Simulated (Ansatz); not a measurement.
Predict the output of the script below (the Python package of Ansatz (0.2.0)).

The script, `ch4o2_dimer.py`:
```python
# -*- coding: utf-8 -*-
import ansatz as az

FIRST = [
    ('O', (-1.1304, -0.5199, -0.0876)),
    ('C', (-0.075, 0.2645, 0.3499)),
    ('O', (1.0463, -0.5406, 0.2945)),
    ('H', (-1.094, -0.4301, -1.0714)),
    ('H', (0.067, 1.1611, -0.2733)),
    ('H', (-0.2499, 0.5801, 1.3861)),
    ('H', (1.4363, -0.5153, -0.5984)),
]
SECOND = [
    ('O', (0.4179, -0.4118, 4.4362)),
    ('C', (0.6547, -1.7239, 4.0582)),
    ('O', (-0.2063, -1.979, 3.0083)),
    ('H', (0.9862, 0.1131, 3.8208)),
    ('H', (1.6977, -1.8881, 3.7457)),
    ('H', (0.4267, -2.399, 4.8926)),
    ('H', (0.1946, -1.6951, 2.1664)),
]

def energy(atoms, ghosts=()):
    molecule = az.Crystal.molecule()
    for symbol, xyz in atoms:
        molecule = molecule.atom(symbol, xyz)
    calc = (
        molecule.calculation()
        .basis(gaussian='cc-pVDZ')
        .functional('r2SCAN', dispersion='d3bj')
    )
    deck = calc.input()
    if ghosts:
        deck = deck.set(az.key.basis.gaussian.ghost_atoms, [{'symbol': s, 'position_ang': list(xyz)} for s, xyz in ghosts])
    return az.Session.from_dict(deck).plan().execute().report['free_energy_ev']

both = energy(FIRST + SECOND)
alone = energy(FIRST) + energy(SECOND)
ghosted = energy(FIRST, SECOND) + energy(SECOND, FIRST)
print(f'dimer {both:.6f} eV')
print(f'interaction, uncorrected   {23.060548 * (both - alone):8.3f} kcal/mol')
print(f'interaction, counterpoise  {23.060548 * (both - ghosted):8.3f} kcal/mol')
print(f'basis-set superposition    {23.060548 * (alone - ghosted):8.3f} kcal/mol')
```

```console
$ python ch4o2_dimer.py
DeckWarning: the engine holds no damping parameters fitted to this dispersion correction and functional, so the run takes those fitted to r2scan beside the three-body term, which d3bj leaves out (hamiltonian.dispersion, under Limitations)
dimer -10386.644723 eV
interaction, uncorrected     -6.619 kcal/mol
interaction, counterpoise    -4.107 kcal/mol
basis-set superposition       2.512 kcal/mol
```
(Warnings from the package without file and line.)

Uncorrected it is -6.619 kcal/mol, with the counterpoise correction -4.107 kcal/mol; the difference, 2.51 kcal/mol, is the superposition error.

What to keep in mind:
- Total energies depend on the basis set; only differences at equal settings carry meaning.
- The dimer is a generated trial pose of unrelaxed monomers, not a minimum, so the figure is no binding energy, and the basis set is small.
- A dispersion term here runs with damping parameters fitted for another variant or functional.
- Wall time of the script: 22 s on 1 thread of Arm Neoverse V1 (shared host), peak memory 0.24 GiB.

(A comment or docstring line of the script was reworded after the run, the code is as it ran; lines on the test bed's own set-up are left out of the output.)
